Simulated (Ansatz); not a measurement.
Species: SiO, charge 1, multiplicity 2. 
Structure (B3LYP-D3(BJ)/def2-TZVP (Ansatz, a program for electronic structure) minimum search):
```xyz
2

Si     0.0000     0.0000    -0.5538
O      0.0000     0.0000     0.9691
```
Charge +1, spin multiplicity 2.

Parts of the frozen-core correlation energy in STO-3G (Ansatz, hartree). Frozen orbitals: 6; correlated occupied orbitals by spin: 5 and 4; virtual: 3 and 4. Open shells are spin-unrestricted. No spin-orbit coupling. Non-relativistic. The program attaches cautions to this run: large difference.

```
term                            value
-------------------------  ----------
reference (HF)             -359.12834
MP2 opposite-spin            -0.06493
MP2 same-spin                -0.02728
CCSD correlation             -0.14920
(T)                          -0.00787
T1 diagnostic                   0.137
largest doubles amplitude       0.199
<S^2> of the reference          1.328
```
